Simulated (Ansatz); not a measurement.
**Which isomer of CH7OSi+ gives these data?**

These gas-phase data were calculated for one isomer of CH7OSi+ at B3LYP-D3(BJ)/def2-SVP (harmonic, unscaled wavenumbers; equilibrium rotational constants with average atomic masses):

```
rotational constants            : 28.59, 4.756, 4.424 GHz
all wavenumbers above 1500 cm⁻¹ : 3729, 3213, 3207, 3079, 2342, 2335, 2296
```

Candidates:

(1) `C[OH+][SiH3]`, a singlet
(2) `[OH2+]C[SiH3]`, a singlet

Task: Which structure fits?

Result: Candidate (1). 1 mode lies between 3300 and 4000 cm⁻¹, one for each O–H bond, while (2) has 2.

The same quantities for all candidates:

```tsv
	rotational constants (GHz)	wavenumbers above 1500 cm⁻¹	E above the lowest, B3LYP-D3(BJ)/def2-SVP (kcal/mol)
(1)	28.59, 4.756, 4.424	3729, 3213, 3207, 3079, 2342, 2335, 2296	0.0
(2)	23.84, 4.584, 4.172	3708, 3625, 3185, 3098, 2303, 2286, 2246, 1632	28.1
```

Each candidate is one conformer. Programs: Ansatz 0.2.0.
